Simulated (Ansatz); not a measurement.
**Naphthalene C10H8**

Level of theory: PBE-D3(BJ) in Ansatz (PAW).

Cell: relaxed at this level.

```
Item                     Value
-------------------  ---------
lattice energy       80 kJ/mol
volume per molecule  169.72 Å³
```

The computed numbers hold no vibrational or temperature effects.

Ansatz is a first-principles code.
